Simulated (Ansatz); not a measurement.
**Phonon frequency of some cubic solids**

Method: HSE06 (Ansatz, a first-principles code, PAW). References are measured values at room or unstated temperature, uncorrected unless marked, so that the deviations hold thermal and zero-point effects besides the level's error. The table is a random draw of 10 from 70 values with such references.

Values in cm⁻¹.

```json
[
 {"solid": "zinc-blende InP (L LA)", "reference": "167", "HSE06": "167", "deviation (%)": "0.0"},
 {"solid": "3C-SiC (X LA)", "reference": "640", "HSE06": "648", "deviation (%)": "+1.2"},
 {"solid": "zinc-blende GaAs (X TO)", "reference": "257", "HSE06": "251", "deviation (%)": "-2.3"},
 {"solid": "zinc-blende GaSb (X TA)", "reference": "57", "HSE06": "60", "deviation (%)": "+5.3"},
 {"solid": "zinc-blende ZnSe (L TA)", "reference": "60", "HSE06": "56", "deviation (%)": "-6.7"},
 {"solid": "3C-SiC (X TO)", "reference": "761", "HSE06": "777", "deviation (%)": "+2.1"},
 {"solid": "zinc-blende ZnSe (L LA)", "reference": "164", "HSE06": "172", "deviation (%)": "+4.9"},
 {"solid": "3C-SiC (L LO)", "reference": "838", "HSE06": "856", "deviation (%)": "+2.1"},
 {"solid": "zinc-blende ZnSe (X LA)", "reference": "191", "HSE06": "193", "deviation (%)": "+1.0"},
 {"solid": "diamond (L TO)", "reference": "1206", "HSE06": "1267", "deviation (%)": "+5.1"}
]
```

Over these 10 values the mean deviation is +1.3 %, the mean absolute deviation 3.1 % (median 2.2 %), and the worst case zinc-blende ZnSe (L TA) at -6.7 %; the value is above the reference in 7 of 10 cases. Over all 70, from unrounded values, the mean deviation is +0.6 % and the mean absolute deviation 2.8 % (median 2.2 %).

Spin–orbit coupling is left out, also for the solids with elements from indium on (zinc-blende InP, zinc-blende GaSb); its size isn't shown.

Differences are worked out from the printed values.

Each level is taken at its own relaxed cell. Ansatz's density-functional and Hartree–Fock values are scalar-relativistic unless marked +SOC, with PAW data made under PBE.

Ansatz's runs of these crystals have no spin polarisation.

Not in this set, of the solids of all kinds but layered and molecular ones with a reference value in our tables and a result at some level: 17 for no value at HSE06 (not run, a failed fit, an unstable or unbound cell, or a value held back for tests); 16 for a reference of another kind, counted apart; 7 for a run that failed a test (HSE06); 4 for a structure that the level left (HSE06). These can be a level's best or worst cases. At least 16 more with a reference value are held back for tests. Solids without a released value at any level aren't counted. The metals Ce to Yb are counted apart.

References as tabulated in Wang et al. (1996), arXiv:mtrl-th/9510002; Talwar et al. (2016), doi:10.1080/14686996.2016.1222495; Giannozzi et al., Phys. Rev. B (1991); Ioffe Institute, NSM Archive: InP, mechanic properties page and others.
